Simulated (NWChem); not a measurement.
# One shape, several levels: C2HN (SMILES [CH]C#N)

We compute a comparison of 5 runs (UHF/cc-pVDZ, UHF/def2-SVP, UBLYP/def2-SVP, UPBE0/6-311G**, UBP86/6-311+G**) of C2HN. 

The results are computed with NWChem 7.3.0.

**1. The structure to begin with**

C2HN has 4 atoms, charge 0, and is taken as a triplet. SMILES: `[CH]C#N`. The coordinates come from a GFN2-xTB relaxation.

Bond lengths: C1–C2 1.272 Å, C2–N3 1.198 Å, C1–H4 1.050 Å. Angles: C1–C2–N3 179.7°, C2–C1–H4 175.8°.

**2. Energy and forces at UHF/cc-pVDZ (run 1)**

Contents of run.py:

```python
from ase import Atoms
from ase.calculators.nwchem import NWChem

system = Atoms('CCNH', positions=[
    [0.557530, -0.360710, 0.113220],
    [-0.512560, 0.297740, -0.082980],
    [-1.523420, 0.914290, -0.264090],
    [1.478450, -0.851310, 0.233850],
])

calc = NWChem(
    label='c2hn',
    theory='scf',
    memory='2200 mb',
    basis='cc-pVDZ',
    basispar='spherical bse',
    scf={'nopen': '2', 'uhf': None, 'thresh': '1e-08', 'maxiter': '80'},
)
system.calc = calc

forces = system.get_forces()
print("Total energy (eV):", round(system.get_potential_energy(), 6))
print("forces (eV/A):")
for s, f in zip(system.symbols, forces):
    print(f"{s:2s} {f[0]:10.5f} {f[1]:10.5f} {f[2]:10.5f}")
```

On the command line:

```sh
$ export ASE_NWCHEM_COMMAND="nwchem PREFIX.nwi > PREFIX.nwo"
$ python run.py
```

What it wrote:

```text
Total energy (eV): -3556.202887
forces (eV/A):
C     0.88708   -0.65789    0.23304
C     0.08562    0.02252   -0.03085
N    -1.56405    0.92904   -0.26580
H     0.59135   -0.29372    0.06361
```

The calculator wrote c2hn.nwi:

```
title "c2hn"

permanent_dir c2hn

scratch_dir c2hn

start c2hn

geometry units angstrom nocenter noautosym noautoz
  C  5.5752999999999997e-01 -3.6070999999999998e-01 1.1322000000000000e-01
  C  -5.1256000000000002e-01 2.9774000000000000e-01 -8.2979999999999998e-02
  N  -1.5234200000000000e+00 9.1429000000000005e-01 -2.6408999999999999e-01
  H  1.4784500000000000e+00 -8.5131000000000001e-01 2.3385000000000000e-01
end

memory 2200 mb

basis spherical bse noprint
   * library cc-pVDZ
end

scf
  nopen 2
  uhf
  thresh 1e-08
  maxiter 80
end

task scf gradient
```

c2hn.nwo:

```text
Northwest Computational Chemistry Package (NWChem) 7.3.0
             --------------------------------------------------------

           Job information
           ---------------

    nwchem branch   = 7.3.0
    use scalapack   = T
    input           = c2hn.nwi
    prefix          = c2hn.
    data base       = c2hn/c2hn.db
    status          = startup
    nproc           =        1

           Memory information
           ------------------

    heap     =     72089596 doubles =      550.0 Mbytes
    stack    =     72089601 doubles =      550.0 Mbytes
    global   =    144179200 doubles =     1100.0 Mbytes (distinct from heap & stack)
    total    =    288358397 doubles =     2200.0 Mbytes
    verify   = yes
    hardfail = no

           Directory information
           ---------------------

  0 permanent = c2hn
  0 scratch   = c2hn

                                NWChem Input Module
                                -------------------

                                       c2hn
                                       ----

[... 24 lines left out ...]
            Nuclear Dipole moment (a.u.)
[... 73 lines left out ...]
 1-e energy   =    -269.539076
[... 7 lines left out ...]
         Quadratically convergent UHF
[... 15 lines left out ...]
       Final UHF  results
[... 3 lines left out ...]
      One electron energy =   -270.774564654360
[... 1 line left out ...]
 Nuclear repulsion energy =     47.979475649718
[... 33 lines left out ...]
          Final beta eigenvalues
[... 180 lines left out ...]
                     UHF Final Beta Molecular Orbital Analysis
[... 214 lines left out ...]
     1   1 0 0      1.034020      9.626433      8.255760    -16.848173
[... 8 lines of this table left out ...]
     2   0 0 2    -12.846580     -8.873968     -6.333504      2.360892

                              NWChem Gradients Module
                              -----------------------

                                       c2hn

  wavefunction    =   UHF

                         UHF ENERGY GRADIENTS

    atom               coordinates                        gradient
                 x          y          z           x          y          z
   1 C       1.053579  -0.681643   0.213955   -0.017251   0.012794  -0.004532
   2 C      -0.968598   0.562647  -0.156809   -0.001665  -0.000438   0.000600
   3 N      -2.878846   1.727758  -0.499058    0.030416  -0.018067   0.005169
   4 H       2.793865  -1.608743   0.441912   -0.011500   0.005712  -0.001237

                 ----------------------------------------
                 |  Time  |  1-e(secs)   |  2-e(secs)   |
                 ----------------------------------------
                 |  CPU   |       0.00   |       0.68   |
                 ----------------------------------------
                 |  WALL  |       0.00   |       0.68   |
                 ----------------------------------------

 Task  times  cpu:        4.6s     wall:        4.6s
 Total times  cpu:        4.7s     wall:        4.7s
```

Run time: 5.7 s. Hardware: 1 thread of Intel Xeon 6975P-C (Granite Rapids), shared host; peak memory 0.099 GiB.

**3. Energy and gradient at UHF/def2-SVP (run 2)**

Contents of run.py:

```python
from ase import Atoms
from ase.calculators.nwchem import NWChem

molecule = Atoms(['C', 'C', 'N', 'H'], positions=[
    [0.557530, -0.360710, 0.113220],
    [-0.512560, 0.297740, -0.082980],
    [-1.523420, 0.914290, -0.264090],
    [1.478450, -0.851310, 0.233850],
])

calc = NWChem(
    label='work',
    theory='scf',
    memory='2200 mb',
    basis='def2-SVP',
    basispar='spherical bse',
    scf={'nopen': '2', 'uhf': None, 'thresh': '1e-08', 'maxiter': '80'},
)
molecule.calc = calc

forces = molecule.get_forces()
print("Total energy (eV):", round(molecule.get_potential_energy(), 6))
print("forces (eV/A):")
for s, f in zip(molecule.symbols, forces):
    print(f"{s:2s} {f[0]:10.5f} {f[1]:10.5f} {f[2]:10.5f}")
```

On the command line:

```sh
$ export ASE_NWCHEM_COMMAND="nwchem PREFIX.nwi > PREFIX.nwo"
$ python run.py
```

What it wrote:

```text
Total energy (eV): -3553.068772
forces (eV/A):
C     0.88004   -0.64890    0.22878
C    -0.21263    0.19654   -0.07934
N    -1.32268    0.78424   -0.22405
H     0.65527   -0.33188    0.07461
```

The calculator wrote work.nwi:

```
title "work"

permanent_dir work

scratch_dir work

start work

geometry units angstrom nocenter noautosym noautoz
  C  5.5752999999999997e-01 -3.6070999999999998e-01 1.1322000000000000e-01
  C  -5.1256000000000002e-01 2.9774000000000000e-01 -8.2979999999999998e-02
  N  -1.5234200000000000e+00 9.1429000000000005e-01 -2.6408999999999999e-01
  H  1.4784500000000000e+00 -8.5131000000000001e-01 2.3385000000000000e-01
end

memory 2200 mb

basis spherical bse noprint
   * library def2-SVP
end

scf
  nopen 2
  uhf
  thresh 1e-08
  maxiter 80
end

task scf gradient
```

work.nwo:

```text
Northwest Computational Chemistry Package (NWChem) 7.3.0
             --------------------------------------------------------

           Job information
           ---------------

    nwchem branch   = 7.3.0
    use scalapack   = T
    input           = work.nwi
    prefix          = work.
    data base       = work/work.db
    status          = startup
    nproc           =        1

           Memory information
           ------------------

    heap     =     72089596 doubles =      550.0 Mbytes
    stack    =     72089601 doubles =      550.0 Mbytes
    global   =    144179200 doubles =     1100.0 Mbytes (distinct from heap & stack)
    total    =    288358397 doubles =     2200.0 Mbytes
    verify   = yes
    hardfail = no

           Directory information
           ---------------------

  0 permanent = work
  0 scratch   = work

                                NWChem Input Module
                                -------------------

                                       work
                                       ----

[... 24 lines left out ...]
            Nuclear Dipole moment (a.u.)
[... 73 lines left out ...]
 1-e energy   =    -269.312516
[... 7 lines left out ...]
         Quadratically convergent UHF
[... 15 lines left out ...]
       Final UHF  results
[... 3 lines left out ...]
      One electron energy =   -270.557425892092
[... 1 line left out ...]
 Nuclear repulsion energy =     47.979475649718
[... 33 lines left out ...]
          Final beta eigenvalues
[... 182 lines left out ...]
                     UHF Final Beta Molecular Orbital Analysis
[... 213 lines left out ...]
     1   1 0 0      1.052698      9.640981      8.259890    -16.848173
[... 8 lines of this table left out ...]
     2   0 0 2    -12.902624     -8.905853     -6.357664      2.360892

                              NWChem Gradients Module
                              -----------------------

                                       work

  wavefunction    =   UHF

                         UHF ENERGY GRADIENTS

    atom               coordinates                        gradient
                 x          y          z           x          y          z
   1 C       1.053579  -0.681643   0.213955   -0.017114   0.012619  -0.004449
   2 C      -0.968598   0.562647  -0.156809    0.004135  -0.003822   0.001543
   3 N      -2.878846   1.727758  -0.499058    0.025722  -0.015251   0.004357
   4 H       2.793865  -1.608743   0.441912   -0.012743   0.006454  -0.001451

                 ----------------------------------------
                 |  Time  |  1-e(secs)   |  2-e(secs)   |
                 ----------------------------------------
                 |  CPU   |       0.00   |       0.24   |
                 ----------------------------------------
                 |  WALL  |       0.00   |       0.24   |
                 ----------------------------------------

 Task  times  cpu:        1.7s     wall:        1.7s
 Total times  cpu:        1.7s     wall:        1.7s
```

It took 2.6 s on 1 thread of Intel Xeon 6975P-C (Granite Rapids), shared host; peak memory 0.099 GiB.

Run 3 isn't shown in full; the table further down has it.

**4. Energy and forces at UPBE0/6-311G(d,p) (run 4)**

Contents of c2hn.xyz:

```xyz
4
C2HN PBE0
C      0.557530    -0.360710     0.113220
C     -0.512560     0.297740    -0.082980
N     -1.523420     0.914290    -0.264090
H      1.478450    -0.851310     0.233850
```

Contents of run.py:

```python
from ase.io import read
from ase.calculators.nwchem import NWChem

mol = read('c2hn.xyz')

calc = NWChem(
    label='c2hn',
    theory='dft',
    memory='2200 mb',
    basis='6-311G**',
    basispar='spherical bse',
    dft={'xc': 'pbe0', 'mult': '3', 'grid': 'xfine', 'convergence': 'energy 1e-08', 'iterations': '100', 'mulliken': None},
)
mol.calc = calc

forces = mol.get_forces()
print("Total energy (eV):", round(mol.get_potential_energy(), 6))
print("forces (eV/A):")
for s, f in zip(mol.symbols, forces):
    print(f"{s:2s} {f[0]:10.5f} {f[1]:10.5f} {f[2]:10.5f}")
```

On the command line:

```sh
$ export ASE_NWCHEM_COMMAND="nwchem PREFIX.nwi > PREFIX.nwo"
$ python run.py
```

What it wrote:

```text
Total energy (eV): -3572.685514
forces (eV/A):
C     0.40850   -0.30900    0.11051
C    -0.29624    0.21875   -0.07518
N    -0.64653    0.37662   -0.10614
H     0.53428   -0.28637    0.07081
```

The calculator wrote c2hn.nwi:

```
title "c2hn"

permanent_dir c2hn

scratch_dir c2hn

start c2hn

geometry units angstrom nocenter noautosym noautoz
  C  5.5752999999999997e-01 -3.6070999999999998e-01 1.1322000000000000e-01
  C  -5.1256000000000002e-01 2.9774000000000000e-01 -8.2979999999999998e-02
  N  -1.5234200000000000e+00 9.1429000000000005e-01 -2.6408999999999999e-01
  H  1.4784500000000000e+00 -8.5131000000000001e-01 2.3385000000000000e-01
end

memory 2200 mb

basis spherical bse noprint
   * library 6-311G**
end

dft
  xc pbe0
  mult 3
  grid xfine
  convergence energy 1e-08
  iterations 100
  mulliken
end

task dft gradient
```

c2hn.nwo:

```text
Northwest Computational Chemistry Package (NWChem) 7.3.0
             --------------------------------------------------------

           Job information
           ---------------

    nwchem branch   = 7.3.0
    use scalapack   = T
    input           = c2hn.nwi
    prefix          = c2hn.
    data base       = c2hn/c2hn.db
    status          = startup
    nproc           =        1

           Memory information
           ------------------

    heap     =     72089596 doubles =      550.0 Mbytes
    stack    =     72089601 doubles =      550.0 Mbytes
    global   =    144179200 doubles =     1100.0 Mbytes (distinct from heap & stack)
    total    =    288358397 doubles =     2200.0 Mbytes
    verify   = yes
    hardfail = no

           Directory information
           ---------------------

  0 permanent = c2hn
  0 scratch   = c2hn

                                NWChem Input Module
                                -------------------

                                       c2hn
                                       ----

[... 24 lines left out ...]
            Nuclear Dipole moment (a.u.)
[... 70 lines left out ...]
          Convergence on energy requested:  1.00D-08
[... 23 lines left out ...]
          Spatial weights used:  Erf1
[... 4 lines left out ...]
          total energy or number of iterations.
[... 28 lines left out ...]
 2-e energy   =      90.249139
[... 65 lines left out ...]
      One electron energy =     -271.168773816381
[... 2 lines left out ...]
 Nuclear repulsion energy =       47.979475649718
[... 964 lines left out ...]
          Convergence on energy requested:  1.00D-08
[... 23 lines left out ...]
          Spatial weights used:  Erf1
[... 4 lines left out ...]
          total energy or number of iterations.
[... 18 lines left out ...]
                            NWChem DFT Gradient Module
                            --------------------------

                                       c2hn

  charge          =   0.00
  wavefunction    = open shell

                         DFT ENERGY GRADIENTS

    atom               coordinates                        gradient
                 x          y          z           x          y          z
   1 C       1.053579  -0.681643   0.213955   -0.007944   0.006009  -0.002149
   2 C      -0.968598   0.562647  -0.156809    0.005761  -0.004254   0.001462
   3 N      -2.878846   1.727758  -0.499058    0.012573  -0.007324   0.002064
   4 H       2.793865  -1.608743   0.441912   -0.010390   0.005569  -0.001377

                 ----------------------------------------
                 |  Time  |  1-e(secs)   |  2-e(secs)   |
                 ----------------------------------------
                 |  CPU   |       0.00   |       0.60   |
                 ----------------------------------------
                 |  WALL  |       0.00   |       0.60   |
                 ----------------------------------------

 Task  times  cpu:       14.3s     wall:       14.3s
 Total times  cpu:       14.3s     wall:       14.3s
```

Wall time 15 s (1 thread of Intel Xeon 6975P-C (Granite Rapids), shared host); peak memory 0.12 GiB.

**5. Energy and gradient at UBP86/6-311+G(d,p) (run 5)**

Contents of run.py:

```python
from ase import Atoms
from ase.calculators.nwchem import NWChem

atoms = Atoms('CCNH', positions=[
    [0.557530, -0.360710, 0.113220],
    [-0.512560, 0.297740, -0.082980],
    [-1.523420, 0.914290, -0.264090],
    [1.478450, -0.851310, 0.233850],
])

calc = NWChem(
    label='c2hn',
    theory='dft',
    memory='2200 mb',
    basis='6-311+G**',
    basispar='spherical bse',
    dft={'xc': 'becke88 perdew86', 'mult': '3', 'grid': 'xfine', 'convergence': 'energy 1e-08', 'iterations': '100', 'mulliken': None},
)
atoms.calc = calc

forces = atoms.get_forces()
e = atoms.get_potential_energy()
print(f"E = {e:.6f} eV")
print("forces (eV/A):")
for s, f in zip(atoms.symbols, forces):
    print(f"{s:2s} {f[0]:10.5f} {f[1]:10.5f} {f[2]:10.5f}")
```

On the command line:

```sh
$ export ASE_NWCHEM_COMMAND="nwchem PREFIX.nwi > PREFIX.nwo"
$ python run.py
```

What it wrote:

```text
E = -3577.071149 eV
forces (eV/A):
C     0.70279   -0.50450    0.17365
C     0.09050   -0.01908   -0.00519
N    -1.55572    0.93295   -0.27012
H     0.76238   -0.40937    0.10161
```

The calculator wrote c2hn.nwi:

```
title "c2hn"

permanent_dir c2hn

scratch_dir c2hn

start c2hn

geometry units angstrom nocenter noautosym noautoz
  C  5.5752999999999997e-01 -3.6070999999999998e-01 1.1322000000000000e-01
  C  -5.1256000000000002e-01 2.9774000000000000e-01 -8.2979999999999998e-02
  N  -1.5234200000000000e+00 9.1429000000000005e-01 -2.6408999999999999e-01
  H  1.4784500000000000e+00 -8.5131000000000001e-01 2.3385000000000000e-01
end

memory 2200 mb

basis spherical bse noprint
   * library 6-311+G**
end

dft
  xc becke88 perdew86
  mult 3
  grid xfine
  convergence energy 1e-08
  iterations 100
  mulliken
end

task dft gradient
```

c2hn.nwo:

```text
Northwest Computational Chemistry Package (NWChem) 7.3.0
             --------------------------------------------------------

           Job information
           ---------------

    nwchem branch   = 7.3.0
    use scalapack   = T
    input           = c2hn.nwi
    prefix          = c2hn.
    data base       = c2hn/c2hn.db
    status          = startup
    nproc           =        1

           Memory information
           ------------------

    heap     =     72089596 doubles =      550.0 Mbytes
    stack    =     72089601 doubles =      550.0 Mbytes
    global   =    144179200 doubles =     1100.0 Mbytes (distinct from heap & stack)
    total    =    288358397 doubles =     2200.0 Mbytes
    verify   = yes
    hardfail = no

           Directory information
           ---------------------

  0 permanent = c2hn
  0 scratch   = c2hn

                                NWChem Input Module
                                -------------------

                                       c2hn
                                       ----

[... 24 lines left out ...]
            Nuclear Dipole moment (a.u.)
[... 72 lines left out ...]
          Convergence on energy requested:  1.00D-08
[... 21 lines left out ...]
          Spatial weights used:  Erf1
[... 4 lines left out ...]
          total energy or number of iterations.
[... 28 lines left out ...]
 2-e energy   =      90.093804
[... 65 lines left out ...]
      One electron energy =     -271.141718337528
[... 2 lines left out ...]
 Nuclear repulsion energy =       47.979475649718
[... 1150 lines left out ...]
          Convergence on energy requested:  1.00D-08
[... 21 lines left out ...]
          Spatial weights used:  Erf1
[... 4 lines left out ...]
          total energy or number of iterations.
[... 18 lines left out ...]
                            NWChem DFT Gradient Module
                            --------------------------

                                       c2hn

  charge          =   0.00
  wavefunction    = open shell

                         DFT ENERGY GRADIENTS

    atom               coordinates                        gradient
                 x          y          z           x          y          z
   1 C       1.053579  -0.681643   0.213955   -0.013667   0.009811  -0.003377
   2 C      -0.968598   0.562647  -0.156809   -0.001760   0.000371   0.000101
   3 N      -2.878846   1.727758  -0.499058    0.030254  -0.018143   0.005253
   4 H       2.793865  -1.608743   0.441912   -0.014826   0.007961  -0.001976

                 ----------------------------------------
                 |  Time  |  1-e(secs)   |  2-e(secs)   |
                 ----------------------------------------
                 |  CPU   |       0.00   |       1.02   |
                 ----------------------------------------
                 |  WALL  |       0.00   |       1.02   |
                 ----------------------------------------

 Task  times  cpu:       18.8s     wall:       18.8s
 Total times  cpu:       18.8s     wall:       18.8s
```

Wall time 20 s (1 thread of Intel Xeon 6975P-C (Granite Rapids), shared host); peak memory 0.12 GiB.

**6. Overview of the runs**

```tsv
run	level	iteration cap	module	energy (Eh)	dipole moment (D)	HOMO energy (eV)	LUMO energy (eV)	wall time
1	UHF/cc-pVDZ	80	scf	-130.688047	3.07	-11.90	2.12	5.7 s
2	UHF/def2-SVP	80	scf	-130.572870	3.13	-12.02	2.01	2.6 s
3	UBLYP/def2-SVP	100	dft	-131.285916	2.96	-6.20	-4.33	10 s
4	UPBE0/6-311G**	100	dft	-131.293772	3.21	-7.98	-3.25	15 s
5	UBP86/6-311+G**	100	dft	-131.454941	3.24	-6.72	-4.79	20 s
```

**7. Outcome**

| quantity | value |
| --- | --- |
| run 5: total energy | -131.45494 Eh |
| run 5: dipole moment | 3.24 D |
| run 5: HOMO energy (highest over α and β) | -6.72 eV |
| run 5: LUMO energy (lowest over α and β) | -4.79 eV |
| run 5: ⟨S²⟩ | 2.027 |
| run 5: largest force on an atom | 1.834 eV/Å |

What this shows: The dipole moment (its size) runs from 2.96 D (UBLYP/def2-SVP) to 3.24 D (UBP86/6-311+G**). The two ends differ in method and basis. Totals of different functionals can't be ranked against each other. Spin contamination of the reference: run 2 ⟨S²⟩ = 2.34, run 1 ⟨S²⟩ = 2.34. All runs together took 54 s, the longest 20 s.
